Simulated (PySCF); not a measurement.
FH2P.
Atom-mapped SMILES: `[F:1][PH2:2]` (hydrogens: H3, H4 on P2)

The same species was optimised twice, with GFN2-xTB and with PBE0-D3(BJ)/def2-SVP (PySCF), and the same property calculations (PySCF, gas phase) were run on both structures.

```
  coordinate  GFN2-xTB  PBE0-D3(BJ)/def2-SVP  change
   P2–H3 (Å)     1.406                 1.436  +0.030
   P2–H4 (Å)     1.406                 1.435  +0.029
   F1–P2 (Å)     1.632                 1.625  -0.007
F1–P2–H4 (°)      93.5                  98.1    +4.6
F1–P2–H3 (°)      93.5                  98.1    +4.6
H3–P2–H4 (°)      91.6                  91.3    -0.3
```

Rotational constants: A = 131779, B = 14788, C = 14678 MHz (GFN2-xTB) against A = 129029, B = 14744, C = 14603 MHz (PBE0-D3(BJ)/def2-SVP). Point groups within 0.08 Å: Cs and Cs.

On the GFN2-xTB structure: HOMO (eV) -7.97 [PBE0/pcSseg-1]; LUMO (eV) -0.66 [PBE0/pcSseg-1]; dipole (D) 1.80 [PBE0/pcSseg-1]; GIAO shielding of F1 (ppm) 531.9 [PBE0/pcSseg-1]; GIAO shielding of P2 (ppm) 222.9 [PBE0/pcSseg-1].

Problem. What do these properties become on the PBE0-D3(BJ)/def2-SVP structure?

Solution. 
| property | level | on GFN2-xTB | on PBE0-D3(BJ)/def2-SVP | change |
| --- | --- | --- | --- | --- |
| HOMO (eV) | PBE0/pcSseg-1 | -7.97 | -7.86 | +0.11 |
| LUMO (eV) | PBE0/pcSseg-1 | -0.66 | -0.50 | +0.16 |
| dipole (D) | PBE0/pcSseg-1 | 1.80 | 1.71 | -0.09 |
| energy, GFN2-xTB geometry as zero (kcal/mol) | PBE0/pcSseg-1 | 0.0 | -1.0 | -1.0 |
| GIAO shielding of F1 (ppm) | PBE0/pcSseg-1 | 531.9 | 514.8 | -17.1 |
| GIAO shielding of P2 (ppm) | PBE0/pcSseg-1 | 222.9 | 216.1 | -6.8 |

The heavy atoms differ by 0.003 Å rms after alignment. Among all bonds P2–H3 and P2–H4 change most and about equally (+0.029 to +0.030 Å). Changes are differences of the printed values. Neither structure is proved a minimum here.
